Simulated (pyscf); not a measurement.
Thermochemistry of product channels of H₃C–Br + F–C:–F [singlet] on the singlet surface, in eV, from ωB97M-D3(BJ)/def2-TZVP energies (ideal gas, 1 atm, RRHO with modes under 100 cm⁻¹ raised to 100, one conformer, R ln 2 for chiral ones without a mode under 150 cm⁻¹). Single points on ωB97X-D3(BJ)/def2-SVP structures (PySCF, gas phase).

| products | ΔE | ΔH(298 K) | ΔG(298 K) | ΔG(600 K) |
|---|---|---|---|---|
| H₃C–C(F)(F)–Br | … | -2.48 | -1.96 | -1.44 |
| F–CH(F)–CH₂–Br | … | -2.30 | -1.80 | -1.29 |

**Question.** Complete the blanks.

**Answer.** 
- H₃C–C(F)(F)–Br, ΔE: -2.59
- F–CH(F)–CH₂–Br, ΔE: -2.46

These are energies of the channels, which say nothing of barriers. Elements up to Kr have no core potential and no relativistic terms here.
